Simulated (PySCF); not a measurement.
H$_{3}$N, SMILES `N`, neutral singlet in the gas phase. 

Z-matrix (Å, degrees):
```
N
H 1 1.0227
H 1 1.0227 2 105.14
H 1 1.0227 2 105.14 3 110.71
```
Charge 0, multiplicity 1.

All levels are single points at this geometry (B3LYP-D3(BJ)/def2-SVP); Pople sets use spherical d functions. Orbital energies aren't observables, and empty levels follow the basis.

```tsv
level	HOMO (eV)	LUMO (eV)	gap (eV)	dipole (D)	vertical IE, Delta-SCF (eV)
B3LYP-D3(BJ)/def2-TZVP in PySCF	-7.45	0.58	8.03	1.78	11.03
PBE-D3(BJ)/def2-TZVP in PySCF	-6.07	0.18	6.26	1.75	10.98
B3LYP/6-311+G** in PySCF	-7.53	0.21	7.74	1.85	–
BP86/6-31G* in PySCF	-5.59	1.60	7.19	1.93	–
M06-2X/6-31G* in PySCF	-8.86	3.54	12.41	1.98	–
PBE/6-31G* in PySCF	-5.46	1.59	7.05	1.92	10.72
```
